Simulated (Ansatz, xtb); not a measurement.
# Relaxing a trial structure of CH5BN

The starting geometry of this gas-phase doublet was built from a drawn formula by distance geometry and a force field; its bonds are those of `[BH][CH-][NH3+]`.

```xyz
8

C    -1.6170    0.5299   -0.0364
B    -1.4235    1.0518    1.4488
N    -0.9040    1.3158   -1.0106
H    -0.8008    2.0500    1.6708
H    -1.2435   -0.5129   -0.0282
H    -1.0712    0.9333   -1.9890
H     0.1195    1.3640   -0.8230
H    -1.2740    2.3142   -1.0020
```

Question: Predict what becomes of its bonds when it is optimised with r2SCAN-D4/def2-SVP.

Answer: It keeps its bonds, and is `[BH][CH-][NH3+]`.

The energy falls by 1.04 eV over 9 steps:

```tsv
step	E − E(last) (eV)
1	1.037
2	0.432
3	0.175
4	0.045
5	0.036
6	0.002
7	0.000
8	0.000
9	0.000
```

Final geometry (Å):

```json
{"atom": "C", "x (Å)": "-1.1938", "y (Å)": "0.4313", "z (Å)": "0.1768"}
{"atom": "B", "x (Å)": "-1.4435", "y (Å)": "1.0970", "z (Å)": "1.4247"}
{"atom": "N", "x (Å)": "-0.8104", "y (Å)": "1.2828", "z (Å)": "-1.0248"}
{"atom": "H", "x (Å)": "-1.4014", "y (Å)": "2.2789", "z (Å)": "1.7084"}
{"atom": "H", "x (Å)": "-1.2177", "y (Å)": "-0.6189", "z (Å)": "-0.1286"}
{"atom": "H", "x (Å)": "-1.4721", "y (Å)": "1.2358", "z (Å)": "-1.8158"}
{"atom": "H", "x (Å)": "0.1243", "y (Å)": "1.0828", "z (Å)": "-1.4147"}
{"atom": "H", "x (Å)": "-0.7998", "y (Å)": "2.2566", "z (Å)": "-0.6956"}
```

From the same start GFN2-xTB ends elsewhere, in pieces: CH2B + H3N.

No frequencies were run, so the end isn't proven a minimum. Open shells are spin-unrestricted. Run with Ansatz 0.2.0, 42 s on 1 thread of Arm Neoverse V1, on a shared host.
